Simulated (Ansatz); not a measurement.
`C=C[SiH3]` + `O[SiH]` → `[SiH]O[SiH3]` + ethylene at 700 K and 1 bar (ligand exchange at the Si–C bond).

Computed with Ansatz on PBE0-D4/def2-TZVP structures; ΔE is electronic, products minus reactants. CBS: MP2 limit from def2 TZ/QZ plus the TZ coupled-cluster correction, frozen cores. This one scheme is used for every species.

```csv
species,CCSD(T)/CBS energy (Eh),H − E (kJ/mol),S (J/(mol·K))
`C=C[SiH3]`,-368.76077,234.3,375.6
`O[SiH]`,-365.43832,87.6,287.3
`[SiH]O[SiH3]`,-655.75389,152.2,389.3
`C=C`,-78.48111,168.9,268.4
```

H − E and S are ideal-gas, rigid-rotor, harmonic terms from PBE0-D4/def2-TZVP. 1 Eh = 2625.50 kJ/mol, R = 8.31446 J/(mol·K).

Problem. By hand: ΔE, ΔH, ΔS and ΔG.

Solution. ΔE = (-655.75389) + (-78.48111) − (-368.76077) − (-365.43832) = -0.03591 Eh = -94.3 kJ/mol. Δ(H − E) = 152.2 + 168.9 − 234.3 − 87.6 = -0.8, so ΔH = -95.1 kJ/mol. ΔS = 389.3 + 268.4 − 375.6 − 287.3 = -5.2 J/(mol·K). ΔG = -95.1 − 700 × (-5.2)/1000 = -91.5 kJ/mol.

Problem. By hand: the equilibrium constant, and the temperature at which ΔG would vanish if ΔH and ΔS stayed fixed.

Solution. log₁₀ K = −ΔG/(RT ln 10) = 6.8. ΔG = 0 at ΔH/ΔS = 18288 K, far beyond where these terms or the molecules hold.

The number of gas molecules stays the same, so ΔS is small and ΔH decides. A doubt of 5 kJ/mol in ΔE shifts log₁₀ K by 0.4 here. These are equilibria of isolated gas molecules and say nothing of rates. Largest T1 diagnostic: 0.016 (customary marks: 0.02 for closed shells, 0.045 for open ones).
